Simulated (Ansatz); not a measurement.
`CNC=O` + H₂ → `C=O` + CH₃NH₂ at 600 K and 1 bar (hydrogenolysis of a C–N bond).

Calculated with Ansatz (gas phase, PBE0-D4/def2-TZVP geometries, no zero-point term in ΔE). CCSD(T)/CBS is the MP2 limit (def2-TZVPP, def2-QZVPP) plus CCSD(T) − MP2 in def2-TZVPP, frozen cores. This one scheme is used for every species. One conformer a species, not always the lowest.

| species | CCSD(T)/CBS energy (Eh) | H − E (kJ/mol) | S (J/(mol·K)) |
| --- | --- | --- | --- |
| `CNC=O` | -208.98697 | 239.2 | 357.4 |
| H₂ | -1.17544 | 43.9 | 150.8 |
| `C=O` | -114.39408 | 92.5 | 246.7 |
| CH₃NH₂ | -95.75281 | 199.3 | 283.8 |

H − E and S are ideal-gas, rigid-rotor, harmonic terms from PBE0-D4/def2-TZVP, for one conformer and one mirror image of each species. The MP2-based limit puts H₂ 0.8 mEh under its directly extrapolated value; such offsets cancel only in part. 1 Eh = 2625.50 kJ/mol, R = 8.31446 J/(mol·K).

Task: By hand: ΔE, ΔH, ΔS and ΔG.

Result: ΔE = (-114.39408) + (-95.75281) − (-208.98697) − (-1.17544) = 0.01552 Eh = 40.7 kJ/mol. Δ(H − E) = 92.5 + 199.3 − 239.2 − 43.9 = 8.7, so ΔH = 49.4 kJ/mol. ΔS = 246.7 + 283.8 − 357.4 − 150.8 = 22.3 J/(mol·K). ΔG = 49.4 − 600 × (22.3)/1000 = 36.0 kJ/mol.

Task: By hand: the equilibrium constant, and the temperature at which ΔG would vanish if ΔH and ΔS stayed fixed.

Result: log₁₀ K = −ΔG/(RT ln 10) = -3.1. ΔG = 0 at ΔH/ΔS = 2215 K.

ΔH outweighs TΔS. A doubt of 5 kJ/mol in ΔE shifts log₁₀ K by 0.4 here. Other conformers and mirror images would add mixing entropy, several J/(mol·K) or more a flexible species. These are equilibria of isolated gas molecules and say nothing of rates. Largest T1 diagnostic: 0.015 (customary marks: 0.02 for closed shells, 0.045 for open ones).
